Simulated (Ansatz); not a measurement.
# How methods differ on AlH5S (Al(H2S)H3)

AlH5S: 7 atoms, total charge 0, spin state singlet. As SMILES, `[H][Al]([H])([H])<-[SH2]`. The shape comes from GFN2-xTB, which is rough for such elements, and wasn't checked as a minimum.

```jsonl
{"atom": "Al", "x (Å)": "0.1298", "y (Å)": "-0.2220", "z (Å)": "-1.0116"}
{"atom": "S", "x (Å)": "0.1518", "y (Å)": "-0.2519", "z (Å)": "1.4589"}
{"atom": "H", "x (Å)": "0.5126", "y (Å)": "1.0301", "z (Å)": "1.4853"}
{"atom": "H", "x (Å)": "-1.1455", "y (Å)": "0.0493", "z (Å)": "1.4764"}
{"atom": "H", "x (Å)": "1.6822", "y (Å)": "-0.1872", "z (Å)": "-1.1886"}
{"atom": "H", "x (Å)": "-0.6661", "y (Å)": "1.1393", "z (Å)": "-1.0463"}
{"atom": "H", "x (Å)": "-0.6648", "y (Å)": "-1.5576", "z (Å)": "-1.1741"}
```

Quantity: the energy change with the Al1–H5 bond stretched from 1.563 to 2.344 Å, in eV. The values are calculated.

| level | kind | program | value (eV) | less FCI/STO-3G | CPU time (all runs) |
| --- | --- | --- | --- | --- | --- |
| HF/STO-3G (restricted) | Hartree–Fock | Ansatz | 4.12 | +0.91 | 0.21 s |
| SVWN5/STO-3G (restricted) | LDA | Ansatz | 3.11 | -0.10 | 1.5 s |
| BLYP/STO-3G (restricted) | GGA | Ansatz | 2.92 | -0.29 | 2.5 s |
| BHLYP/STO-3G (restricted) | global hybrid | Ansatz | 3.62 | +0.41 | 2.3 s |
| HSE06/STO-3G (restricted) | range-separated hybrid | Ansatz | 3.33 | +0.12 | 3 s |
| B2PLYP/STO-3G (restricted) | double hybrid | Ansatz | 3.41 | +0.20 | 3.4 s |
| MP2/STO-3G (restricted) | perturbation theory | Ansatz | 3.63 | +0.42 | 0.23 s |
| CCSDTQ/STO-3G (restricted) | coupled cluster or CI | Ansatz | 3.21 | 0.00 | 6.9 s |
| FCI/STO-3G | exact in the basis | Ansatz | 3.21 | 0.00 | 19 s |

FCI/STO-3G is exact within its basis and frozen core, so for wave-function methods in that basis the difference is their error; functionals converge differently with the basis, so for them it is only a difference. Spin-restricted single references rise too steeply as a bond breaks, Hartree–Fock most of all. The first shape isn't each level's own minimum. The values span 2.92 to 4.12 eV. All rows use very small basis sets, so even the best lies far from the true value. CPU times are rough (shared hosts, several kinds of processor): they show what a rung costs within a factor of a few.
